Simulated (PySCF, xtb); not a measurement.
tetrafluoromethane cation (CF4), SMILES FC(F)(F)F (connectivity only; charge and spin as stated), charge +1, multiplicity 2.

Harmonic wavenumbers (cm⁻¹) from GFN2-xTB (xtb 6.7.1) at its own minimum, in rising order: 300, 337, 344, 496, 496, 818, 818, 822, 829.

Task: What does PBE-D3(BJ)/def2-SVP in PySCF 2.14.0 give at its own minimum? (Estimate from the structure and the level; the computed values follow.)

Result: 324, 357, 394, 394, 555, 811, 811, 866, 884. Paired by order, the mean absolute difference is 41 cm⁻¹ and the zero-point energies are 7.5 and 7.7 kcal/mol.
